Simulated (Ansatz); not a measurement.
**AlSiP (singlet): wave-function methods side by side, cc-pVDZ**

An exercise on one series of results from a longer session: the logs are not shown, and one member is left open.

Computed with Ansatz 0.2.0, Gaussian basis. Level: cc-pVDZ, core rule «outside noble gas», up to 15 orbitals frozen.

To be run: UHF; CCSD(T) on RHF; BCCD(T) on RHF; CISD; CCSDT(Q) on RHF; CCSDT(Q) on UHF; CASSCF and MRCISD+Q, 10 electrons in 11 orbitals; CASSCF and NEVPT2, 10 electrons in 11 orbitals.

31 further runs of the same task are left out: 22 that didn't finish, 9 set aside as unsound or not needed.

## The geometry

The geometry is a PBE0/def2-TZVP stationary point (not a proven minimum).

3 atoms, charge 0, spin multiplicity 1.

Atoms are counted from 1 here; the program's logs count them from 0.

Bond lengths: Al1–Si2 2.588 Å, Si2–P3 1.976 Å. Angles: Al1–Si2–P3 180.0°.

Set-up of the first run:

in.yaml

```yaml
crystal:
  periodic: [false, false, false]
  atoms:
    - {symbol: Al, position_ang: [0.000000, 0.000000, 2.384233]}
    - {symbol: Si, position_ang: [0.000000, 0.000000, -0.204167]}
    - {symbol: P, position_ang: [0.000000, 0.000000, -2.180067]}
basis:
  gaussian: {orbitals: cc-pVDZ}
magnetization: {spin_polarized: true, initial_magnetization: 0}
hamiltonian: {xc: hf}
output: {orbitals: {seedname: orbitals}}
```

The run is started by

```sh
$ ansatz run in.yaml --threads 1 --pin off --events-out ev --progress --plain --max-ram 2393MiB
```

Steps of the session up to this table: UHF; CCSD(T) on RHF; BCCD(T) on RHF; CISD; CCSDT(Q) on RHF; CCSDT(Q) on UHF; CASSCF and MRCISD+Q, 10 electrons in 11 orbitals; CASSCF and NEVPT2, 10 electrons in 11 orbitals.

One of the session's tables, all rows but one given; the rest of the session is left out.

It belongs to the step «Misses and costs». 

| method | from RCCSDT(Q) (meV) |
| --- | --- |
| RHF | +8216.2 |
| RMP2 | +1361.8 |
| CISD | +1610.7 |
| RCCSD | ? |
| RCCSD(T) | +95.0 |
| BCCD(T) | +92.4 |
| RCCSDT | +67.3 |
| RCCSDT(Q) | 0 |
| CASSCF valence | +4784.2 |
| NEVPT2 valence | +1067.3 |
| MRCISD valence | +495.8 |
| MRCISD+Q valence | +52.8 |

Estimate the missing values for RCCSD.

As computed: from RCCSDT(Q) (meV): +594.7. In the column «from RCCSDT(Q) (meV)» it lies between MRCISD valence (+495.8) and NEVPT2 valence (+1067.3).

Not comparable, so not listed: CCSDT(Q) on UHF (they don't share determinant, frozen orbitals or solution with the rows shown, or repeat one).
